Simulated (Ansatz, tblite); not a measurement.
**The cluster Si₂S₂−: a ladder of methods and basis sets**

One table from this session's results is given with a row withheld; the runs are named, their logs left out.

The runs use Ansatz 0.2.0, Gaussian basis; as each input shows.

Levels to be run: GFN1-xTB, GFN2-xTB, PBE-D4/def2-TZVPD, r2SCAN-D4/def2-TZVPD, BHLYP-D4/def2-TZVPD, B2PLYP/def2-TZVPD, PBE-QIDH/def2-TZVPD, LC-ωPBE/def2-TZVPD, r2SCANh-D4/def2-TZVPD, PBE-D4/def2-SVPD, PBE0-D4/def2-SVPD, HF/6-31G, B3LYP-D4/6-31G, CCSD(T)/def2-TZVPPD, MP2/def2-TZVPD, RPA/def2-TZVPD.

## The relaxed structure

The geometry is that of the doublet, from an earlier relaxation (PBE0-D4/def2-TZVPD). At that level it is the lowest of the isomers that a small search found.

4 atoms, charge -1, spin multiplicity 2.

Bond lengths: Si1–S3 2.188 Å, Si1–S4 2.188 Å, Si2–S3 2.188 Å, Si2–S4 2.188 Å. Angles: S3–Si1–S4 92.0°, S3–Si2–S4 92.0°, Si1–S3–Si2 88.0°, Si1–S4–Si2 88.0°.

As a file:

```csv
atom,x (Å),y (Å),z (Å)
Si1,-0.1375,1.5138,-0.0250
Si2,0.1375,-1.5136,0.0249
S3,-1.5669,-0.1430,-0.0395
S4,1.5669,0.1428,0.0396
```

The ion is computed in the gas phase, without counter-ions or solvent.

PBE0-D4/def2-TZVPD was run before; its log isn't repeated, and its numbers join the tables.

The first run:

Tight binding, by tblite at 300 K electronic temperature and without a spin-polarisation term:

```python
tblite.interface.Calculator('GFN1-xTB', numbers, positions, charge=-1, uhf=1).singlepoint()
```

Tight binding, by tblite at 300 K electronic temperature and without a spin-polarisation term:

```python
tblite.interface.Calculator('GFN2-xTB', numbers, positions, charge=-1, uhf=1).singlepoint()
```

start.molden holds the orbitals of an earlier run on this state, given as this run's starting guess.

Contents of in.yaml:

```yaml
crystal:
  periodic: [false, false, false]
  atoms:
    - {symbol: Si, position_ang: [-0.137470, 1.513833, -0.024961]}
    - {symbol: Si, position_ang: [0.137454, -1.513632, 0.024898]}
    - {symbol: S, position_ang: [-1.566870, -0.143036, -0.039526]}
    - {symbol: S, position_ang: [1.566886, 0.142836, 0.039579]}
basis:
  gaussian: {orbitals: def2-TZVPD, initial_orbitals: start.molden}
total_charge: -1
magnetization: {spin_polarized: true, initial_magnetization: 1}
hamiltonian: {xc: pbe, dispersion: d4}
scf: {omitted_lower_state_checks: [starts]}
output: {orbitals: {seedname: orbitals}}
```

Run with:

```sh
> ansatz run in.yaml --threads 4 --pin off --events-out ev --progress --plain --max-ram 3916MiB
```

Steps of the session up to this table: PBE-D4/def2-TZVPD; r2SCAN-D4/def2-TZVPD; BHLYP-D4/def2-TZVPD; B2PLYP/def2-TZVPD; PBE-QIDH/def2-TZVPD; LC-ωPBE/def2-TZVPD; r2SCANh-D4/def2-TZVPD; PBE-D4/def2-SVPD; PBE0-D4/def2-SVPD; HF/6-31G; B3LYP-D4/6-31G; CCSD(T)/def2-TZVPPD; MP2/def2-TZVPD; RPA/def2-TZVPD.

One of the session's tables, all rows but one given; the rest of the session is left out.

It belongs to the step «Levels side by side». 

```
                level  HOMO (eV)  LUMO (eV)  gap (eV)
             HF/6-31G      -2.08       4.44      6.52
     PBE-D4/def2-SVPD       0.62       1.54      0.92
    PBE-D4/def2-TZVPD       0.58       1.47      0.89
 r2SCAN-D4/def2-TZVPD       0.32       1.75      1.43
r2SCANh-D4/def2-TZVPD       0.06       2.04      1.98
       B3LYP-D4/6-31G      -0.08       1.93      2.01
    PBE0-D4/def2-SVPD      -0.12       2.35      2.47
   PBE0-D4/def2-TZVPD      -0.14       2.28      2.41
  BHLYP-D4/def2-TZVPD          ?          ?         ?
   LC-ωPBE/def2-TZVPD      -2.13       4.02      6.15
```

Estimate the missing values for BHLYP-D4/def2-TZVPD.

As computed: HOMO (eV): -0.58; LUMO (eV): 3.10; gap (eV): 3.68. In the column «HOMO (eV)» it lies between HF/6-31G (-2.08) and PBE0-D4/def2-TZVPD (-0.14).
